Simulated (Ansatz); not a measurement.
```yaml
crystal:
  periodic: [false, false, false]
  atoms:
    - {symbol: Al, position_ang: [-0.783557, 0.074237, 0.000752]}
    - {symbol: B, position_ang: [1.160848, 0.623358, 0.006352]}
    - {symbol: B, position_ang: [1.023111, -0.830274, -0.008447]}
    - {symbol: H, position_ang: [-2.449763, 0.232099, 0.002350]}
basis:
  gaussian: {orbitals: def2-TZVP}
hamiltonian: {xc: pbe0}
relax: {f_tol: 0.004, max_steps: 80}
```

```sh
$ ansatz run in.yaml --threads 1 --pin off --events-out ev --progress --plain --max-ram 2176MiB
```

Steps of the relaxation (energy above the last step; positions in Å, forces in eV/Å):

```
4
step 1, 102.3 meV
Al   -0.784    0.074    0.001   -1.223    0.116    0.001
B     1.161    0.623    0.006    0.269    1.886    0.019
B     1.023   -0.830   -0.008   -0.090   -1.903   -0.019
H    -2.450    0.232    0.002    1.044   -0.099   -0.001
```

```
4
step 2, 7.4 meV
Al   -0.808    0.077    0.001   -0.132    0.012    0.000
B     1.138    0.643    0.007    0.166    0.601    0.006
B     0.997   -0.845   -0.009    0.050   -0.622   -0.006
H    -2.376    0.225    0.002   -0.083    0.008    0.000
```

```
4
step 3, 0.5 meV
Al   -0.809    0.077    0.001   -0.089    0.008    0.000
B     1.142    0.651    0.007    0.063    0.086    0.001
B     1.000   -0.854   -0.009    0.046   -0.096   -0.001
H    -2.382    0.226    0.002   -0.020    0.002    0.000
```

```
4
step 5, 0.0 meV
Al   -0.812    0.077    0.001   -0.002    0.000    0.000
B     1.146    0.652    0.007    0.000   -0.001    0.000
B     1.003   -0.856   -0.009    0.000    0.001    0.000
H    -2.386    0.226    0.002    0.001    0.000    0.000
```

Close pairs at the end: B2–B3 1.515 Å, Al1–H4 1.581 Å, Al1–B3 2.041 Å, Al1–B2 2.041 Å.

A stationary point of restricted PBE0 after 5 steps (its stability towards spin polarisation wasn't tested); no frequencies were run, so it isn't proven a minimum. 13 s on 1 thread of Arm Neoverse V1, shared host.
